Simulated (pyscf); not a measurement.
Optimised with ωB97X-D3(BJ)/def2-SVP in PySCF. Correlated levels are frozen-core, on RHF or UHF. ΔMP2 is the change of the MP2 total energy from the triple- to the quadruple-zeta basis.

Question: ethylene (H₂C=CH₂) + silane (SiH₄) -> H₃C–CH₂–SiH₃
Surface: singlet. Broken: H–Si. Formed: C–H, C–Si. Give ΔE‡ and ΔE from CCSD(T)/def2-TZVPP + ΔMP2(QZVPP), relative to the separated reactants.

Answer: ΔE‡ = 51.6 kcal/mol, ΔE = -32.0 kcal/mol. Zero-point energy shifts the barrier by +2.2 kcal/mol. It is an addition across a multiple bond or ene-type step, with an imaginary mode of 1126i cm⁻¹. On the product side the descent ends in a point that may be a rotor saddle (no frequency run), 2.5 kcal/mol over the lowest minimum found and 82.6 kcal/mol under the saddle at ωB97X-D3(BJ)/def2-TZVP. At ωB97X-D3(BJ)/def2-TZVP the barrier from the zero used here is 48.9 kcal/mol. H₃C–CH₂–SiH₃ lies 12.8 kcal/mol over its isomer H₃C–SiH₂–CH₃ (electronic energy, ωB97M-D3(BJ)/def2-TZVP). One saddle was located; it need not be the lowest between these sides. The CCSD(T) − MP2 part came from Ansatz, without density fitting, on the same reference.
